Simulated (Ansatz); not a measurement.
This script drives Ansatz 0.2.0, Python API.

`chf2o.py`
```python
# -*- coding: utf-8 -*-
"""Energy of CHF2O against one bond angle."""

import warnings

import ansatz
from ase import Atoms

BASIS_SET = "6-31G*"
XC = "r2scan0"
FMAX = 0.02

warnings.simplefilter("ignore", ansatz.DeckWarning)

atoms = Atoms(["O", "C", "F", "F", "H"], positions=[
    [0.8167, -0.5286, -0.0975],
    [-0.3389, 0.1924, 0.2009],
    [-1.3925, -0.6822, 0.3845],
    [-0.6306, 1.0508, -0.8423],
    [1.5453, -0.0324, 0.3543],
])

# start the scan from a relaxed geometry
first = (
    ansatz.Crystal.molecule_from_ase(atoms).calculation()
    .basis(gaussian=BASIS_SET)
    .functional(XC)
    .spin("collinear", total=1)
    .accuracy("medium")
    .relax(force_tolerance=FMAX, max_steps=80)
)
atoms.positions = first.run(threads=1).report["positions_ang"]

rows = []
for angle in [90, 100, 110, 120, 135, 150, 165, 179]:
    bent = atoms.copy()
    bent.set_angle(1, 0, 4, angle, indices=[4])
    base = (
        ansatz.Crystal.molecule_from_ase(bent).calculation()
        .basis(gaussian=BASIS_SET)
        .functional(XC)
        .spin("collinear", total=1)
        .accuracy("medium")
    )
    rows.append((angle, base.run(threads=1).report["free_energy_ev"]))
floor = min(e for _, e in rows)
for angle, e in rows:
    print(f"angle C1-O0-H4 = {angle:3d} deg   {1000 * (e - floor):9.1f} meV")
```

It is started by `python chf2o.py`. Estimate its wall time and peak memory on 1 thread of AMD EPYC 7B13 (Zen 3) (shared host).

It took about 56 s, with a peak of 0.26 GiB, for 9 runs of the engine.

Running `python chf2o.py` prints:
```text
angle C1-O0-H4 =  90 deg       284.7 meV
angle C1-O0-H4 = 100 deg        54.2 meV
angle C1-O0-H4 = 110 deg         0.0 meV
angle C1-O0-H4 = 120 deg        86.9 meV
angle C1-O0-H4 = 135 deg       397.7 meV
angle C1-O0-H4 = 150 deg       796.5 meV
angle C1-O0-H4 = 165 deg      1130.3 meV
angle C1-O0-H4 = 179 deg      1268.5 meV
```

Caveats:
- The settings weren't tested for convergence.
- The scan is rigid, and the energies are electronic, in a modest basis. The zero is the lowest point of the grid, which needn't be the minimum.
- The run takes the species as open-shell (spin multiplicity 2), which needn't be its ground state.
